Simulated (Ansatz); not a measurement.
**BH3O (triplet): the correlation ladder, cc-pVDZ**

The task here is to estimate one member of a computed series from the others.

Computed with Ansatz 0.2.0, Gaussian basis. Level: cc-pVDZ, core rule «outside noble gas», up to 2 orbitals frozen.

To be run: UHF; CCSD(T) on ROHF; CCSD(T) on UHF; BCCD(T) on ROHF; CISD; CCSDT(Q) on ROHF; CCSDT(Q) on UHF.

21 further runs of the same task are left out: 1 for a known fault of the program, 6 that didn't finish, 14 set aside as unsound or not needed.

**The system**

The geometry is a PBE0/def2-TZVP stationary point (not a proven minimum) of the parent state, kept for this charge and spin.

5 atoms, charge 0, spin multiplicity 3.

Atoms are counted from 1 here; the program's logs count them from 0.

Bond lengths: B1–O2 1.348 Å, B1–H3 1.202 Å, B1–H4 1.196 Å, O2–H5 0.961 Å. Angles: O2–B1–H3 120.6°, O2–B1–H4 116.8°, H3–B1–H4 122.6°, B1–O2–H5 113.5°.

Set-up of the first run:

Contents of in.yaml:

```yaml
crystal:
  periodic: [false, false, false]
  atoms:
    - {symbol: B, position_ang: [0.000000, 0.059110, 0.740549]}
    - {symbol: O, position_ang: [0.000000, -0.099827, -0.597826]}
    - {symbol: H, position_ang: [0.000000, 1.158248, 1.226704]}
    - {symbol: H, position_ang: [0.000000, -0.937399, 1.402080]}
    - {symbol: H, position_ang: [0.000000, 0.729726, -1.082284]}
basis:
  gaussian: {orbitals: cc-pVDZ}
magnetization: {spin_polarized: true, initial_magnetization: 2}
hamiltonian: {xc: hf}
output: {orbitals: {seedname: orbitals}}
```

On the command line:

```
ansatz run in.yaml --threads 1 --pin off --events-out ev --progress --plain --max-ram 2393MiB
```

Steps of the session up to this table: UHF; CCSD(T) on ROHF; CCSD(T) on UHF; BCCD(T) on ROHF; CISD; CCSDT(Q) on ROHF; CCSDT(Q) on UHF.

One table of the session follows, with a row left open; its other results are not shown here.

| method | from UCCSDT(Q) (kcal/mol) |
| --- | --- |
| ROHF | +198.80 |
| UHF | +194.75 |
| RMP2 | +19.57 |
| UMP2 | +20.04 |
| CISD | +20.32 |
| RCCSD | +6.13 |
| UCCSD | ? |
| RCCSD(T) | +0.96 |
| UCCSD(T) | +0.97 |
| BCCD(T) | +0.97 |
| RCCSDT | +0.50 |
| UCCSDT | +0.48 |
| RCCSDT(Q) | +0.10 |
| UCCSDT(Q) | 0 |

Q: Estimate the row for UCCSD from the others.

**Answer.** from UCCSDT(Q) (kcal/mol): +6.01. In the column «from UCCSDT(Q) (kcal/mol)» it lies between BCCD(T) (+0.97) and RCCSD (+6.13).

Caveats from the session: Restricted and unrestricted rows rest on different reference determinants; where their highest levels disagree by more than a few hundredths of an eV, they describe different states and don't form one ladder.
